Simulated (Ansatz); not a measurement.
# AlNH (doublet): the correlation ladder at a displaced geometry (v1), cc-pVDZ

Aim: climb from Hartree-Fock through coupled cluster and multireference methods for AlNH (doublet) at one geometry and basis, and see what each rung misses.

Method: cc-pVDZ, core rule «outside noble gas», up to 6 orbitals frozen; program: Ansatz 0.2.0, Gaussian basis.

Plan: UHF; CCSD(T) on ROHF; CCSD(T) on UHF; BCCD(T) on ROHF; CISD; CCSDT(Q) on ROHF; CCSDT(Q) on UHF; CCSDTQ on ROHF; CCSDTQ on UHF; CASSCF and MRCISD+Q, 9 electrons in 9 orbitals; CASSCF and NEVPT2, 9 electrons in 9 orbitals.

16 further runs of the same task are left out: 7 for a known fault of the program, 9 set aside as unsound or not needed.

## Step 1: The system

The geometry is a PBE0/def2-TZVP stationary point (not a proven minimum) with its atoms shifted at random (size 0.040 Å).

3 atoms, charge 0, spin multiplicity 2.

Atoms are counted from 1 here; the program's logs count them from 0.

Bond lengths: Al1–N2 1.750 Å, N2–H3 1.089 Å. Angles: Al1–N2–H3 129.6°.

## Step 2: UHF

in.yaml

```yaml
crystal:
  periodic: [false, false, false]
  atoms:
    - {symbol: Al, position_ang: [-0.000853, 0.037024, 0.641536]}
    - {symbol: N, position_ang: [-0.001686, -0.118455, -1.101448]}
    - {symbol: H, position_ang: [0.046278, 0.655002, -1.867146]}
basis:
  gaussian: {orbitals: cc-pVDZ}
magnetization: {spin_polarized: true, initial_magnetization: 1}
hamiltonian: {xc: hf}
output: {orbitals: {seedname: orbitals}}
```

On the command line:

```console
> ansatz run in.yaml --threads 1 --pin off --events-out ev --progress --plain --max-ram 8192MiB --backend cpu
```

Further steps of the session: CCSD(T) on ROHF; CCSD(T) on UHF; BCCD(T) on ROHF; CISD; CCSDT(Q) on ROHF; CCSDT(Q) on UHF; CCSDTQ on ROHF; CCSDTQ on UHF; CASSCF and MRCISD+Q, 9 electrons in 9 orbitals; CASSCF and NEVPT2, 9 electrons in 9 orbitals.

**Question.** What will the summary of the whole plan be? Wanted: UCCSDTQ below the RHF energy; RMP2 from UCCSDTQ; UMP2 from UCCSDTQ; RCCSD from UCCSDTQ; RCCSD(T) from UCCSDTQ; UCCSD(T) from UCCSDTQ; RCCSDT(Q) from UCCSDTQ; UCCSDT(Q) from UCCSDTQ; NEVPT2 valence from UCCSDTQ.

The runs gave:

| quantity | value |
| --- | --- |
| UCCSDTQ below the RHF energy | -6.2200 eV |
| RMP2 from UCCSDTQ | +1232.2 meV |
| UMP2 from UCCSDTQ | +1227.4 meV |
| RCCSD from UCCSDTQ | +302.4 meV |
| RCCSD(T) from UCCSDTQ | +89.2 meV |
| UCCSD(T) from UCCSDTQ | +90.0 meV |
| RCCSDT(Q) from UCCSDTQ | -6.1 meV |
| UCCSDT(Q) from UCCSDTQ | -8.0 meV |
| NEVPT2 valence from UCCSDTQ | +921.0 meV |
| MRCISD+Q valence from UCCSDTQ | +160.7 meV |
| levels within 1 kcal/mol (43 meV) | RCCSDT, UCCSDT, RCCSDT(Q), UCCSDT(Q), RCCSDTQ |
| T1 diagnostic | 0.091 |
| effectively unpaired electrons | 1.07 |

RCCSD(T) misses by +89.2 meV, 1.4 % of the correlation energy. The occupations are near whole numbers, but T1 = 0.091 shows that the orbitals relax strongly. Of the multireference levels listed MRCISD+Q valence comes nearest in total energy (+160.7 meV), which doesn't show that its space is the better one. Coupled cluster took another determinant than the lowest Hartree-Fock one. These misses are within one basis, not against nature; the frozen cores of restricted and unrestricted runs differ, which can shift their rows.
